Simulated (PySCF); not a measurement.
The vertical singlet excitations below were computed for one of the candidates. Method used: PySCF 2.14.0, density-fitted response routines, TDDFT CAM-B3LYP/def2-SVPD, vertical, gas phase, core orbitals frozen in the response. Geometries: PBE0-D3(BJ)/def2-SVP, one conformer each. The highest level found (9.06 eV, f 0.0000 so far) is left out, since the window may have cut off a degenerate partner.

```csv
state,E (eV),f
S1,6.58,0.0000
S2,6.84,0.0020
S3,6.84,0.0019
S4,7.51,0.070
S5,7.51,0.070
S6,8.37,0.0002
S7,8.37,0.0002
S8,9.01,0.0005
S9,9.01,0.0005
```

Triplets computed (Tamm–Dancoff): 5.40, 5.92, 5.92 eV.

Orbital energies (eV): HOMO-3 -11.17, HOMO-2 -11.17, HOMO-1 -9.04, HOMO -9.04, LUMO 1.28, LUMO+1 2.12, LUMO+2 2.17.

Problem. Which structure fits? All have the formula C6H10.
A. `C=C/C=C\CC`
B. `C1C[C@H]2C[C@@H]1C2`
C. `C#CC(C)(C)C`
D. `C=CC1CCC1`

Solution. C. Its S1 lies at 6.58 eV; the nearest of the others has S1 at 7.20 eV. S1 is HOMO-1/HOMO→LUMO+5 (≥22%), HOMO-1/HOMO→LUMO+4 (≥22%), HOMO-1/HOMO→LUMO+2 (≥22%). Löwdin shares by element: HOMO (one of a set within 0.03 eV) carbon 90% or more; LUMO carbon 48% or more (atoms not listed hold the other 52%). At the same level the other candidates give, for their lowest levels:
- `C1C[C@H]2C[C@@H]1C2`: 8.40 eV (f 0.000); 8.53 eV (f 0.005); 8.62 eV (f 0.074); 8.96 eV (f 0.012); 9.05 eV (f 0.013); T1 8.21 eV; HOMO -9.89, LUMO 1.44 eV
- `C=CC1CCC1`: 7.20 eV (f 0.532); 7.26 eV (f 0.060); 7.50 eV (f 0.000); 7.81 eV (f 0.000); 7.87 eV (f 0.006); T1 4.31 eV; HOMO -8.59, LUMO 1.30 eV
- `C=C/C=C\CC`: 5.69 eV (f 0.777); 6.51 eV (f 0.001); 6.73 eV (f 0.013); 7.05 eV (f 0.031); 7.14 eV (f 0.000); T1 3.11 eV; HOMO -7.72, LUMO 0.32 eV

Orbitals of the list HOMO-3 to LUMO+2 that lie within 0.01 eV of each other are written together with a slash and their weights summed (≥ marks a lower bound); for degenerate orbitals outside that list single weights are arbitrary.
